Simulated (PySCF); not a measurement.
B2H7P.
Cartesian coordinates in Å at the PBE0-D3(BJ)/def2-SVP level; atoms count from 1:
```
atom  x, y, z in Å
B1     1.810   -0.274   -0.086
P2     0.161    0.639   -0.299
B3    -1.252   -0.519    0.435
H4     2.159   -1.046   -0.940
H5     2.405   -0.157    0.953
H6     0.013    0.980   -1.664
H7     0.279    1.910    0.311
H8    -1.198   -1.515   -0.267
H9    -0.914   -0.688    1.595
H10   -2.257    0.158    0.289
```

Method: PBE0-D3(BJ)/def2-SVP geometry optimisation, gas phase in PySCF 2.14.0.

Masses are those of the commonest isotopes; rigid-rotor values at the optimised geometry. The values belong to one conformer with, in the numbering `[BH2:1][PH2+:2][BH3-:3]`, H–B1–P2–B3 87° and -86°.

Question: What are A, B and C (GHz)?

Answer: Ia = 33.09, Ib = 78.61, Ic = 98.11 u·Å²; 505379 MHz·u·Å²/I gives 15271, 6429 and 5151 MHz, that is A = 15.271, B = 6.4288, C = 5.1513 GHz.

Question: What kind of rotor is it?

Answer: An asymmetric top. Ray's parameter κ = (2B − A − C)/(A − C) = -0.748; −1 is the prolate and +1 the oblate limit.

Question: Is it planar, by Δ = Ic − Ia − Ib?

Answer: Not planar: Δ = Ic − Ia − Ib = -13.60 u·Å². For a rigid frame Δ = −2 Σ m c², so Σ m c² = 6.80 u·Å² lies off the ab plane, practically all of it from hydrogen. The atom farthest from that plane is 1.10 Å away.

Question: Give the other two planar moments, Paa and Pbb, and the rms extents of the mass along the axes.

Answer: Paa = Σ m a² = (Ib + Ic − Ia)/2 = 71.81 and Pbb = Σ m b² = (Ia + Ic − Ib)/2 = 26.29 u·Å². With the mass M = 60.05 u, the rms extents √(P/M) along a, b and c are 1.09, 0.66, 0.34 Å.

Question: Where do the levels up to J = 3 lie, in MHz?

Answer: Above 0(0,0):
J = 1: 1(0,1) 11580, 1(1,1) 20422, 1(1,0) 21700
J = 2: 2(0,2) 34612, 2(1,2) 42305, 2(1,1) 46137, 2(2,1) 72664, 2(2,0) 72792
J = 3: 3(0,3) 68846, 3(1,3) 75052, 3(1,2) 82709, 3(2,2) 107404, 3(2,1) 108039, 3(3,1) 154885, 3(3,0) 154893
Those of J = 1 are B + C, A + C and A + B.

Question: Which lines would a microwave search look for?

Answer: The dipole components are |μa| = 3.61 D, |μb| = 2.34 D, |μc| = 0.00 D. The squared components, which scale the intensities, stand as 1.00 : 0.42 : 0.00 (a : b : c). Some lines, for components of 0.1 D or more:

```csv
type,branch,"J(Ka,Kc)",MHz,lower level (cm⁻¹)
a,Q,"1(1,0) ← 1(1,1)",1277,0.681
a,Q,"2(1,1) ← 2(1,2)",3832,1.411
b,Q,"1(1,0) ← 1(0,1)",10120,0.386
b,Q,"2(1,1) ← 2(0,2)",11526,1.155
a,R,"1(0,1) ← 0(0,0)",11580,0.000
b,R,"2(0,2) ← 1(1,1)",14189,0.681
b,R,"1(1,1) ← 0(0,0)",20422,0.000
a,R,"2(1,2) ← 1(1,1)",21883,0.681
a,R,"2(0,2) ← 1(0,1)",23032,0.386
a,R,"2(1,1) ← 1(1,0)",24438,0.724
b,Q,"2(2,0) ← 2(1,1)",26655,1.539
b,Q,"2(2,1) ← 2(1,2)",30359,1.411
b,R,"2(1,2) ← 1(0,1)",30725,0.386
b,R,"2(2,1) ← 1(1,0)",50964,0.724
b,R,"2(2,0) ← 1(1,1)",52370,0.681
```

No PBE0-D3(BJ)/def2-SVP frequencies stand behind this structure, so it isn't proved a minimum. No vibrational averaging or centrifugal distortion is included, and the geometry carries the error of its method. A rigid rotor knows nothing of internal rotation, which can split or shift real lines. Quadrupole hyperfine structure (11B) is left out.

On one thread of an Arm Neoverse V2 (shared host), this took 6.6 s of wall time and 0.34 GiB of memory at its peak. These figures are those of the optimisation.
